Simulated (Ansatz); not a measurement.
Basis-set extrapolation for C$_{2}$H$_{8}$NP (`CN(C)P`) (PBE0-D4/def2-TZVP geometry, frozen core, the Gaussian-basis code of Ansatz). Multiplicity 1, RHF reference.

|  | def2-TZVPP | def2-QZVPP |
| --- | --- | --- |
| HF | -475.625675 | -475.642561 |
| MP2 correlation | -0.725595 | -0.774755 |
| CCSD(T) correlation | -0.806561 | not run |

Energies in hartree. Use E(X) = E(∞) + A·exp(−7.88·√X) for Hartree–Fock and E(X) = E(∞) + B·X^(−2.97) for correlation, with X = 3 and 4, and add CCSD(T) minus MP2 of the smaller set to the MP2 limit.

Task: What is the CCSD(T) energy at the basis-set limit?

Result: HF limit: -475.642561 + (-0.016886) × 0.13774 = -475.64489. MP2 limit: -0.774755 + (-0.049160) × 0.74074 = -0.81117. Higher-order term: -0.806561 − (-0.725595) = -0.08097. Total: -476.53703 hartree, 275.1 kJ/mol below CCSD(T)/def2-TZVPP.
